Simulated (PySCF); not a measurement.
**How the method changes the constants of AlP**

State: ³Π (triplet), unpaired electrons σ ↑, π ↑. Set-up: PySCF, spin-free X2C with a Gaussian nucleus, basis sets Al x2c-TZVPPall, P x2c-TZVPPall. De refers to Al + P in their high-spin ground configurations, without counterpoise correction. The functionals are run spin-unrestricted. A positive dipole means Al(−)P(+). Levels whose curve was spin-contaminated or gave no clean fit are not listed.

| Level | Re (Å) | ωe (cm⁻¹) | De (eV) | μ (D) |
| --- | --- | --- | --- | --- |
| ROHF-CCSD | 2.234 | 460 | 1.77 | n/a |
| ROHF-CCSD(T) | 2.226 | 468 | 1.98 | n/a |
| PBE | 2.222 | 467 | 2.52 | -2.17 |
| revPBE | 2.231 | 461 | 2.36 | -2.19 |
| BLYP | 2.240 | 445 | 2.40 | -2.16 |
| r²SCAN | 2.203 | 487 | 2.42 | -2.42 |
| M06-L | 2.206 | 486 | 2.50 | -2.39 |
| r²SCANh | 2.201 | 486 | 2.34 | -2.48 |
| PBE0 | 2.208 | 475 | 2.31 | -2.40 |
| ωB97X-V | 2.204 | 471 | 2.29 | -2.57 |

Question: Which functional lies closest to ROHF-CCSD(T) in De, which farthest, and by how much do they differ from it?

Answer: Closest is ωB97X-V (-2.2 pm in Re, +0.6 % in ωe, +0.31 eV in De against ROHF-CCSD(T) in the same basis), farthest PBE (-0.4 pm in Re, -0.2 % in ωe, +0.54 eV in De). CCSD(T) converges more slowly with the basis than the functionals do and binds too weakly in this one, so the order can change at the basis-set limit.

Question: What does the triples do here, going from ROHF-CCSD to ROHF-CCSD(T)?

Answer: ROHF-CCSD(T) less ROHF-CCSD: -0.8 pm in Re, +1.7 % in ωe, +0.21 eV in De. Correlation nearly always deepens the well. The bond shortens, as in weak, metallic or heavy-atom bonds, where dispersion and the correlation of outer-core electrons pull the atoms together.

Correlated steps freeze 10 core orbitals. The state was picked by a PBE0 search and need not be the measured ground state.

The whole job (state search and all levels along the bond) took about 6.1 min on 1 thread of Intel Xeon Gold 6455B (shared host), peak memory 2.6 GiB.
